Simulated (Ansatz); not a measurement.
Ansatz (a first-principles code) job for dimethylamine cation (C2H7N), SMILES CNC (connectivity only; charge and spin as stated), charge +1, multiplicity 2, PBE/def2-SVPD. Geometry optimised at B3LYP-D3(BJ)/def2-TZVP. The multiplicity is an assumed one; other spin states were not compared.

Ansatz 0.2 input:
```yaml
crystal:
  periodic: [false, false, false]
  atoms:
    - {symbol: C, position_ang: [1.27338344, 0.00018619, 0.20736522]}
    - {symbol: N, position_ang: [0.00000000, 0.00000000, -0.44267143]}
    - {symbol: C, position_ang: [-1.27338345, -0.00018619, 0.20736521]}
    - {symbol: H, position_ang: [1.84180280, -0.88130548, -0.12025074]}
    - {symbol: H, position_ang: [1.15471243, 0.00550351, 1.28613955]}
    - {symbol: H, position_ang: [1.84673991, 0.87473790, -0.12938067]}
    - {symbol: H, position_ang: [-0.00000000, -0.00000000, -1.46269889]}
    - {symbol: H, position_ang: [-1.84673990, -0.87473790, -0.12938066]}
    - {symbol: H, position_ang: [-1.84180280, 0.88130547, -0.12025073]}
    - {symbol: H, position_ang: [-1.15471243, -0.00550352, 1.28613955]}
basis:
  gaussian:
    orbitals: def2-SVPD
hamiltonian:
  xc: {name: PBE}
total_charge: 1
magnetization: {spin_polarized: true, initial_magnetization: 1}
```

It prints:

```
WARN ansatz: RAYON_NUM_THREADS=1 ignored (pool sized by the plan → 1); use --threads N
Functional definition: PBE
integrals: 0.03 GiB planned
961 factors; their error is unknown
mean field: 0.39 GiB planned
mean field evaluation 1: about -3649.2345 eV, gradient 5.2e1 eV
mean field evaluation 2: about -3635.0417 eV, gradient 7.4e1 eV
mean field evaluation 4: about -3662.2912 eV, gradient 6.5e0 eV
mean field evaluation 8: about -3662.4684 eV, gradient 4.4e-2 eV
mean field evaluation 16: about -3662.4119 eV, gradient 6.2e-5 eV
mean field -3662.41186174 eV, -134.5911534471 hartree, gradient 7.1e-6 eV, S^2 0.752827; 0 other end points of the search recorded, 0 dependent functions left out
reference -3662.41189519 eV, -134.5911546763 hartree; 13, 12 occupied and 103, 104 virtual orbitals, 961 factors
Total energy: -3662.41189519 eV, -134.5911546763 hartree
```

The run converged.

Cost: about 5 core-seconds (a rough figure).
